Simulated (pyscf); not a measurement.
Elementary routes open to H₃C–Ga(CH₃)–NH₂ + H• in the gas phase (doublet surface):
A. H₃C–Ga(CH₃)–NH• + H₂ (H–N broken; H–H formed)
B. CH₄ + [H₃C–Ga–NH₂]• (C–Ga broken; C–H formed)

Optimised with ωB97X-D3(BJ)/def2-SVP in PySCF.

Task: Rank the routes by free-energy barrier at 900 K, lowest first, for ωB97M-D3(BJ)/def2-TZVP energies (ideal gas, 1 atm, RRHO with modes under 100 cm⁻¹ raised to 100, one conformer, R ln 2 for chiral ones without a mode under 150 cm⁻¹).

Result: A (34.7 kcal/mol), B (41.1 kcal/mol)

Route A is the fastest of these, ahead of the next by 6.4 kcal/mol. The most stable products are those of B (ΔG = -33.4 kcal/mol), whose barrier is 6.4 kcal/mol higher: the kinetic and the thermodynamic product differ. At 298 K A is still the fastest. Only these routes are compared; each barrier is that of the saddle found, and lower ones may exist. Elements up to Kr have no core potential and no relativistic terms here.
